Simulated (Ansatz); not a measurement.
Basis-set series for CH$_{3}$FNP (`F/C=N/P`). The species carries charge 0 and has multiplicity 1. The structure was optimised at the PBE0-D4/def2-TZVP level. It is one conformer, not always the lowest.

| functional | basis | functions | energy (Eh) | HOMO (eV) | LUMO (eV) |
| --- | --- | --- | --- | --- | --- |
| PBE0-D4 | def2-SVP | 75 | -535.23866 | -7.07 | -0.35 |
| PBE0-D4 | def2-QZVPP | 331 | -535.61339 | -7.21 | -0.69 |
| ωB97M-V | def2-SVP | 75 | -535.48339 | -9.26 | 2.03 |
| ωB97M-V | def2-QZVPP | 331 | -535.86376 | -9.43 | 1.55 |

Problem. Give the rows for def2-TZVPP. (Estimate.)

Solution. Computed: 
```tsv
functional	basis	functions	energy (Eh)	HOMO (eV)	LUMO (eV)
PBE0-D4	def2-TZVPP	177	-535.59200	-7.18	-0.61
ωB97M-V	def2-TZVPP	177	-535.84348	-9.40	1.70
```

Positive LUMOs are unbound and depend on the basis.
